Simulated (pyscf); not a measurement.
Thermochemistry of product channels of H₂N–NH₂ + AlH [singlet] on the singlet surface, in kcal/mol, from CCSD(T)/def2-TZVPP + ΔMP2(QZVPP) energies (ideal gas, 1 atm, RRHO with modes under 100 cm⁻¹ raised to 100, one conformer, R ln 2 for rigid chiral ones). Optimised with ωB97X-D3(BJ)/def2-SVP in PySCF. Correlated levels are frozen-core, on RHF or UHF. ΔMP2 is the change of the MP2 total energy from the triple- to the quadruple-zeta basis.

```json
[
 {"products": "H₂N–NH–AlH₂", "ΔE": "-49.7", "ΔH(298 K)": "-51.0", "ΔG(298 K)": "-41.2", "ΔG(1200 K)": "-13.4"},
 {"products": "HN=AlH + ammonia (NH₃)", "ΔE": "-31.3", "ΔH(298 K)": "-32.7", "ΔG(298 K)": "-32.7", "ΔG(1200 K)": "___"}
]
```

### Question
Complete the blanks.

### Answer

- HN=AlH + ammonia (NH₃), ΔG(1200 K): -34.4

These are energies of the channels, which say nothing of barriers. H₂N–NH–AlH₂ lies 62.7 kcal/mol over its isomer H₂N–AlH–NH₂, and others may lie lower still (electronic energy, ωB97M-D3(BJ)). HN=AlH lies 44.5 kcal/mol over its isomer H₂N–Al [singlet], and others may lie lower still (electronic energy, ωB97M-D3(BJ)). The CCSD(T) − MP2 part came from Ansatz, without density fitting, on the same reference.
